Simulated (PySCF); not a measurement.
## Löwdin shares of the frontier orbitals

Compound: C4H9P.
Cartesian coordinates in Å at the PBE0-D3(BJ)/def2-SVP level; atoms count from 1:
```xyz
14
C4H9P angstrom
C     -2.103    0.048    0.016
C     -0.808   -0.516   -0.550
P      0.457   -0.843    0.783
C      1.393    0.756    0.731
C      2.008   -0.332   -0.090
H     -1.937    1.028    0.490
H     -2.861    0.180   -0.771
H     -2.532   -0.618    0.782
H     -0.383    0.160   -1.311
H     -0.998   -1.480   -1.054
H      0.926    1.596    0.206
H      1.899    1.049    1.657
H      1.968   -0.243   -1.181
H      2.935   -0.789    0.273
```

Computed with TDDFT wB97X-D/def2-SVPD, vertical, gas phase, core orbitals frozen in the response (PySCF).

Frontier orbitals with the atoms that hold most of them (Löwdin shares over 4%, at most four atoms; ? is withheld):

| orbital | ε (eV) | atoms |
| --- | --- | --- |
| LUMO+2 | 2.61 | C4 20%, C5 17%, P3 16%, H11 11% |
| LUMO+1 | 2.55 | P3 18%, C2 18%, C1 13%, H10 10% |
| LUMO | 2.21 | ? |
| HOMO | ? | ? |
| HOMO-1 | -9.28 | P3 35%, C5 23%, C4 22%, C2 5% |
| HOMO-2 | -10.58 | C2 21%, P3 18%, C5 18%, C4 17% |
| HOMO-3 | -11.83 | C1 28%, C2 22%, H8 12%, H6 11% |

Question: Give the leading atoms of the LUMO.

Answer: P3 (bonded to 3 C) 26%; C1 (bonded to C and 3 H) 14%; C5 (bonded to C, P and 2 H) 12%; C4 (bonded to C, P and 2 H) 10%. By element: carbon 36% or more, phosphorus 26%.

Question: Give the leading atoms of the HOMO.

Answer: P3 (bonded to 3 C) 57%; C2 (bonded to C, P and 2 H) 13%; C4 (bonded to C, P and 2 H) 12%; C5 (bonded to C, P and 2 H) 11%. By element: phosphorus 57%, carbon 35% or more.

Question: What is the HOMO energy, and the HOMO–LUMO gap?

Answer: ε(HOMO) = -8.85 eV; the gap is 11.06 eV (0.4063 hartree).

Question: The HOMO–LUMO gap is 11.06 eV. Where does the response calculation put the lowest singlet, and from which orbitals?

Answer: S1 is at 6.52 eV (f = 0.038), 4.53 eV below the gap, made of HOMO→LUMO (78%), HOMO→LUMO+1 (10%). 

Next come S2 at 6.93 eV (f 0.014), HOMO→LUMO+2 (40%), HOMO-1→LUMO (28%), HOMO→LUMO+1 (15%); S3 at 7.12 eV (f 0.018), HOMO-1→LUMO+2 (61%), HOMO-1→LUMO+1 (17%); S4 at 7.45 eV (f 0.137), HOMO→LUMO+1 (60%), HOMO-1→LUMO (14%); S5 at 7.59 eV (f 0.201), HOMO→LUMO+2 (38%), HOMO-1→LUMO (37%).

Löwdin shares depend on the basis, the more so with diffuse functions.

The run took 62 s (grids of density and orbitals included) on one thread of an Intel Xeon Platinum 8375C at 2.90 GHz (shared host), and the process peaked at 0.92 GiB of memory.

One conformer stands for the species.
